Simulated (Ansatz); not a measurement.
BF2+, SMILES `F[B+]F`, 3 atoms. Charge 1, multiplicity 1. All runs use 2 threads of a server CPU on a shared host. Correlated methods freeze the cores.

Task: Give the basis size and wall time and peak host memory of each of these runs in Ansatz. RKS PBE0-D4/def2-TZVP frequencies; RKS PBE0-D4/def2-QZVPP energy; RHF-CCSD(T)/def2-QZVPP energy; RKS BHLYP-D4/def2-TZVPP energy; RHF-CCSD(T)/cc-pV(D+d)Z energy; RKS ωB97M-V/def2-SVP energy; RKS PBE0-D4/def2-SVP energy; RHF-CCSD(T)/def2-TZVPP energy; RKS r2SCAN0-D4/def2-TZVPP energy; RKS PBE-QIDH (frozen core)/def2-TZVPP energy; RKS ωB97M-V/def2-QZVPP energy; RHF-CCSD(T)/cc-pV(Q+d)Z energy. (Estimate.)

Result: Ansatz gave: Other jobs shared the machine, so times are rough.

```json
{"level": "RKS PBE0-D4/def2-SVP", "job": "energy", "functions": "42", "wall time": "0.51 s", "peak host memory (GiB)": "0.22"}
{"level": "RHF-CCSD(T)/cc-pV(D+d)Z", "job": "energy", "functions": "42", "wall time": "0.66 s", "peak host memory (GiB)": "0.22"}
{"level": "RKS BHLYP-D4/def2-TZVPP", "job": "energy", "functions": "93", "wall time": "0.91 s", "peak host memory (GiB)": "0.22"}
{"level": "RKS PBE-QIDH (frozen core)/def2-TZVPP", "job": "energy", "functions": "93", "wall time": "1.3 s", "peak host memory (GiB)": "0.22"}
{"level": "RKS r2SCAN0-D4/def2-TZVPP", "job": "energy", "functions": "93", "wall time": "1.6 s", "peak host memory (GiB)": "0.22"}
{"level": "RKS ωB97M-V/def2-SVP", "job": "energy", "functions": "42", "wall time": "1.6 s", "peak host memory (GiB)": "0.22"}
{"level": "RKS PBE0-D4/def2-QZVPP", "job": "energy", "functions": "171", "wall time": "1.7 s", "peak host memory (GiB)": "0.24"}
{"level": "RHF-CCSD(T)/def2-TZVPP", "job": "energy", "functions": "93", "wall time": "2.7 s", "peak host memory (GiB)": "0.27"}
{"level": "RKS ωB97M-V/def2-QZVPP", "job": "energy", "functions": "171", "wall time": "3.7 s", "peak host memory (GiB)": "0.28"}
{"level": "RHF-CCSD(T)/cc-pV(Q+d)Z", "job": "energy", "functions": "165", "wall time": "9.5 s", "peak host memory (GiB)": "0.83"}
{"level": "RHF-CCSD(T)/def2-QZVPP", "job": "energy", "functions": "171", "wall time": "10 s", "peak host memory (GiB)": "0.92"}
{"level": "RKS PBE0-D4/def2-TZVP", "job": "frequencies", "functions": "93", "wall time": "14 s", "peak host memory (GiB)": "0.22"}
```
